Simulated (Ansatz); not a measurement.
Computed with frozen-core CCSD(T)/cc-pVTZ // B3LYP-D3(BJ)/def2-SVP run with Ansatz (a first-principles code). The geometry is that of the parent before the electron was removed.

Ansatz 0.2 input:
```yaml
crystal:
  periodic: [false, false, false]
  atoms:
    - { symbol: C, position_ang: [-0.683059, -1.208875, -0.020338] }
    - { symbol: N, position_ang: [0.064298, -0.044276, -0.441945] }
    - { symbol: C, position_ang: [-0.678776, 1.183352, -0.259267] }
    - { symbol: C, position_ang: [1.379608, 0.01328, 0.157426] }
    - { symbol: H, position_ang: [-1.643432, -1.259726, -0.557784] }
    - { symbol: H, position_ang: [-0.118234, -2.126713, -0.249029] }
    - { symbol: H, position_ang: [-0.908745, -1.216514, 1.073061] }
    - { symbol: H, position_ang: [-0.110829, 2.035794, -0.664893] }
    - { symbol: H, position_ang: [-1.639216, 1.130289, -0.796381] }
    - { symbol: H, position_ang: [-0.903876, 1.407912, 0.810973] }
    - { symbol: H, position_ang: [1.354043, 0.124415, 1.268059] }
    - { symbol: H, position_ang: [1.942523, -0.90572, -0.071308] }
    - { symbol: H, position_ang: [1.945694, 0.866782, -0.248576] }
basis:
  gaussian: { orbitals: cc-pVTZ }
correlation:
  method: ccsd_t
total_charge: 1
magnetization:
  spin_polarized: true
  initial_magnetization: 1
```

Output:

```
Functional definition: HF
1387 factors; integrals over basis functions are off by at most 1.3e-3 eV
mean field evaluation 1: about -4704.6423 eV, gradient 2.8e1 eV
mean field evaluation 2: about -4704.6448 eV, gradient 2.8e1 eV
mean field evaluation 4: about -4709.3091 eV, gradient 3.7e0 eV
mean field evaluation 8: about -4709.5042 eV, gradient 2.3e-1 eV
mean field evaluation 16: about -4709.4663 eV, gradient 1.6e0 eV
mean field evaluation 32: about -4703.3984 eV, gradient 3.8e-3 eV
mean field evaluation 64: about -4704.2236 eV, gradient 1.2e0 eV
mean field -4709.50522776 eV, -173.0711249028 hartree, gradient 2.5e-6 eV, S^2 0.764887; 0 other end points of the search recorded, 0 dependent functions left out
4 core orbitals not correlated
reference -4709.50522776 eV, -173.0711249028 hartree; 13, 12 occupied and 229, 230 virtual orbitals, 1387 factors
second order -19.05136737 eV of doubles, -0.00000000 eV of singles
cycle   1  -19.90783261 eV  change   -8.6e-1 eV  update   9.2e-2
cycle   2  -20.42491741 eV  change   -5.2e-1 eV  update   2.8e-2
cycle   3  -20.52803930 eV  change   -1.0e-1 eV  update   1.8e-2
cycle   4  -20.52607892 eV  change    2.0e-3 eV  update   7.7e-3
cycle   5  -20.52797447 eV  change   -1.9e-3 eV  update   3.5e-3
cycle   6  -20.52839689 eV  change   -4.2e-4 eV  update   9.6e-4
cycle   7  -20.52812684 eV  change    2.7e-4 eV  update   2.8e-4
cycle   8  -20.52817813 eV  change   -5.1e-5 eV  update   9.6e-5
cycle   9  -20.52815668 eV  change    2.1e-5 eV  update   3.0e-5
perturbative correction -0.76546444 eV, -0.0281302993 hartree
Total energy: -4730.79884887 eV, -173.8536510455 hartree
```

Cost: around 10 core-minutes (rough).
